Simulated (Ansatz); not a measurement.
**[PH4]+ (SMILES [PH4+]) at CCSD/6-31G**

Aim: the energy change on altering one bond length of [PH4]+ at CCSD/6-31G, from 2 runs. 

The results are computed with Ansatz 0.2.0.

## Step 1: Starting point

[PH4]+ has 5 atoms, charge +1, and is taken as a singlet. SMILES: `[PH4+]`. The shape is that of a GFN2-xTB optimisation.

Bond lengths: P1–H2 1.375 Å, P1–H3 1.375 Å, P1–H4 1.375 Å, P1–H5 1.375 Å. Angles: H2–P1–H3 109.5°, H2–P1–H4 109.5°, H2–P1–H5 109.5°, H3–P1–H4 109.5°, H3–P1–H5 109.5°, H4–P1–H5 109.5°.

## Step 2: The energy at CCSD/6-31G

run.yaml

```yaml
crystal:
  periodic: [false, false, false]
  atoms:
    - {symbol: P, position_ang: [-0.000020, -0.000000, 0.000050]}
    - {symbol: H, position_ang: [1.357460, -0.061330, 0.210450]}
    - {symbol: H, position_ang: [-0.617320, -1.016050, 0.691010]}
    - {symbol: H, position_ang: [-0.261860, -0.133750, -1.343340]}
    - {symbol: H, position_ang: [-0.478250, 1.211140, 0.441830]}
basis:
  gaussian:
    orbitals: 6-31G
total_charge: 1
correlation:
  method: ccsd
  frozen_orbitals: {H: 0, P: 5}
accuracy: high
scf:
  omitted_lower_state_checks: [cluster_reference, increment]
```

Launch:

```sh
$ ansatz run run.yaml --threads 1 --pin off --max-ram 2610MiB --events-out events.jsonl --progress --plain --runs-dir runs
```

What it wrote, shortened:

```text
Warning: RAYON_NUM_THREADS=1 ignored (pool sized by the plan → 1); use --threads N
Functional definition: HF
  name "HF"
[...]
478 factors; integrals over basis functions are off by at most 3.8e-9 eV
[...]
mean field -9325.23093475 eV, -342.6959159835 hartree, gradient 4.6e-9 eV, S^2 0.000000; 0 other end points of the search recorded, 0 dependent functions left out
5 core orbitals not correlated: weight in the atoms' cores, before any rotation towards them, 1.000 or more for the frozen orbitals, at most 0.000 for the correlated occupied ones
reference -9325.23093475 eV, -342.6959159835 hartree; 4, 4 occupied and 12, 12 virtual orbitals, 478 factors
second order -1.79499077 eV of doubles, -0.00000000 eV of singles
cycle   1  -2.22456319 eV  change   -4.3e-1 eV  update   4.9e-2
[...]
cycle  16  -2.42659811 eV  change   1.0e-10 eV  update  2.5e-10
Total energy: -9327.65753286 eV, -342.7850918191 hartree
Checks for a lower state left out: cluster_reference, increment
```

Wall time 0.24 s (1 thread of AMD EPYC 7R43 (Zen 3), shared host).

## Step 3: The distorted shape, same level

in.yaml

```yaml
crystal:
  periodic: [false, false, false]
  atoms:
    - {symbol: P, position_ang: [0.154283, 0.253976, -0.172665]}
    - {symbol: H, position_ang: [1.511763, 0.192646, 0.037735]}
    - {symbol: H, position_ang: [-0.617320, -1.016050, 0.691010]}
    - {symbol: H, position_ang: [-0.107557, 0.120226, -1.516055]}
    - {symbol: H, position_ang: [-0.323947, 1.465116, 0.269115]}
basis:
  gaussian:
    orbitals: 6-31G
correlation:
  method: ccsd
  frozen_orbitals: {H: 0, P: 5}
accuracy: high
total_charge: 1
magnetization:
  spin_polarized: false
  initial_magnetization: 0
scf:
  omitted_lower_state_checks: [cluster_reference, increment]
```

Launch:

```sh
$ ansatz run in.yaml --threads 1 --pin off --max-ram 2610MiB --events-out events.jsonl --progress --plain --runs-dir runs
```

What it wrote, shortened:

```text
Warning: RAYON_NUM_THREADS=1 ignored (pool sized by the plan → 1); use --threads N
[... 2 set-up lines as earlier in the session ...]
[...]
476 factors; integrals over basis functions are off by at most 4.1e-9 eV
[...]
mean field -9324.43792023 eV, -342.6667732374 hartree, gradient 3.1e-8 eV, S^2 0.000000; 0 other end points of the search recorded, 0 dependent functions left out
5 core orbitals not correlated: weight in the atoms' cores, before any rotation towards them, 1.000 or more for the frozen orbitals, at most 0.000 for the correlated occupied ones
reference -9324.43792023 eV, -342.6667732374 hartree; 4, 4 occupied and 12, 12 virtual orbitals, 476 factors
second order -1.92785342 eV of doubles, -0.00000000 eV of singles
cycle   1  -2.39589759 eV  change   -4.7e-1 eV  update   5.7e-2
[...]
cycle  19  -2.64588709 eV  change   4.1e-11 eV  update  3.4e-10
Total energy: -9327.08380732 eV, -342.7640077945 hartree
Checks for a lower state left out: cluster_reference, increment
```

It took 0.26 s on 1 thread of AMD EPYC 7R43 (Zen 3), shared host.

## Step 4: Results

Level: CCSD/6-31G, 5 core orbitals frozen.

| quantity | value |
| --- | --- |
| first shape: total energy | -342.78509 Eh |
| first shape: correlation energy (5 core orbitals frozen) | -89.2 mEh |
| first shape: T1 diagnostic | 0.004 |
| distorted shape: total energy | -342.76401 Eh |
| distorted shape: correlation energy (5 core orbitals frozen) | -97.2 mEh |
| distorted shape: T1 diagnostic | 0.006 |
| energy change with the P1–H3 bond stretched from 1.375 to 1.719 Å | 0.574 eV |

In words: With the P1–H3 bond stretched from 1.375 to 1.719 Å the energy rises by 0.57 eV (13.2 kcal/mol). The first shape isn't relaxed at this level, so the change isn't measured from a minimum.
